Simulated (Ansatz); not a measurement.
Results of HSE06 in Ansatz (plane waves, PAW) for antifluorite Mg2Ge.

Settings: plane-wave cutoff 520 eV, 8×8×8 k mesh, scalar-relativistic PAW data made under PBE.

Computed at the level's own relaxed cell.

Hill averages of the elastic tensor: K = 54.5 GPa, G = 47.6 GPa. Volume 21.659 Å³/atom, mean atomic mass 40.417 u.

Q: Work out the density, the sound velocities of a polycrystal and the elastic Debye temperature at this level.

A: ρ = 1.66054 × 40.417/21.659 = 3.099 g/cm³. v_l = √[(K + 4G/3)/ρ] = 6.170 km/s and v_t = √(G/ρ) = 3.919 km/s. The mean follows from 3/v_m³ = 1/v_l³ + 2/v_t³: v_m = 4.309 km/s. Θ_D = (ħ/k_B) v_m (6π²/V)^(1/3) = 76.38 K Å s/km × 4.309 × 1.3983 Å⁻¹ = 460 K, counting all atoms of the cell.

Ansatz is an electronic-structure program.
